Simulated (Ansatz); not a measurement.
Run this with the Ansatz DFT code, driven from Python and show what comes out.

`composite_bfh4si.py`
```python
"""Relax BFH4Si cheaply, then refine its energy."""

import itertools

import ansatz as az
from ase.data import atomic_numbers, covalent_radii
import numpy as np

BASIS = "def2-SVP"
XC = "pbe0"

GEOMETRY = """
F    -1.01960   -1.53790    1.26510
B    -0.21230   -1.11010    0.15780
Si    0.13560    0.76940   -0.17700
H     0.33880   -1.92230   -0.54410
H     1.06270    0.88790   -1.34260
H     0.81890    1.36190    1.02060
H    -1.06290    1.48300   -0.42550
"""


def main() -> None:
    bfh4si = az.Crystal.molecule()
    for line in GEOMETRY.strip().splitlines():
        symbol, *xyz = line.split()
        bfh4si = bfh4si.atom(symbol, [float(v) for v in xyz])

    setup = (
        bfh4si.calculation()
        .basis(gaussian=BASIS)
        .functional(XC)
        .accuracy("medium")
        .scf(lower_state_search="off")
    )
    symbols = [site.symbol for site in bfh4si.cartesian_sites]
    start = np.array([site.position_ang for site in bfh4si.cartesian_sites], dtype=float)
    summary = setup.relax(force_tolerance=0.01, max_steps=100).run().report
    end = np.array(summary["positions_ang"])
    # pairs closer than 1.2 times the sum of covalent radii, before or after
    radius = [covalent_radii[atomic_numbers[s]] for s in symbols]
    span = lambda where, i, j: np.linalg.norm(where[i] - where[j])
    bonded = [(i, j) for i, j in itertools.combinations(range(len(symbols)), 2) if min(span(start, i, j), span(end, i, j)) < 1.2 * (radius[i] + radius[j])]
    print("pair        before    after (A)")
    for i, j in bonded:
        print(f"{symbols[i]}{i}-{symbols[j]}{j}".ljust(10), f"{span(start, i, j):8.4f} {span(end, i, j):8.4f}")

    minimum = az.Crystal.molecule()
    for symbol, place in zip(symbols, end):
        minimum = minimum.atom(symbol, place.tolist())
    at_minimum = minimum.calculation()
    # MP2 extrapolated to the basis limit, plus the small-basis difference CCSD(T) - MP2
    level = lambda method, basis: at_minimum.basis(gaussian=basis).correlation(method).run().report
    small, large, cluster = level("mp2", "cc-pVDZ"), level("mp2", "cc-pVTZ"), level("ccsd_t", "cc-pVDZ")
    corr = lambda each: (each["free_energy_ev"] - each["reference_energy_ev"]) / 27.211386246
    mp2_limit = (27 * corr(large) - 8 * corr(small)) / 19
    pieces = {"HF / cc-pVTZ": large["reference_energy_ev"] / 27.211386246, "MP2 correlation, DZ-TZ limit": mp2_limit, "CCSD(T) - MP2 / cc-pVDZ": corr(cluster) - corr(small)}
    for name, value in pieces.items():
        print(f"{name:32s} {value:14.6f} Ha")
    print(f"{'sum':32s} {sum(pieces.values()):14.6f} Ha")
    print("T1 diagnostic", round(cluster["correlation"]["coupled_cluster"]["t1_diagnostic"], 4))


if __name__ == "__main__":
    main()
```

Output of `python composite_bfh4si.py`:
```text
pair        before    after (A)
F0-B1        1.4356   1.3209
B1-Si2       1.9405   2.0382
B1-H3        1.2067   1.2155
Si2-H4       1.4940   1.4986
Si2-H5       1.5007   1.4987
Si2-H6       1.4168   1.4951
HF / cc-pVTZ                        -415.472582 Ha
MP2 correlation, DZ-TZ limit          -0.521708 Ha
CCSD(T) - MP2 / cc-pVDZ               -0.048772 Ha
sum                                 -416.043061 Ha
T1 diagnostic 0.0152
```

The settings weren't tested for convergence. The sum leaves out core correlation, relativity, the Hartree-Fock basis error and zero-point energy; a DZ-TZ extrapolation is rough. Inner cores stay frozen, so this is valence correlation. For Al to Cl the sets with a tight d function, cc-pV(X+d)Z, are usual. An extrapolation from small basis sets is rough. Hardware and time: 76 s on 1 thread of Arm Neoverse N1, on a shared host, peak memory 0.3 GiB.
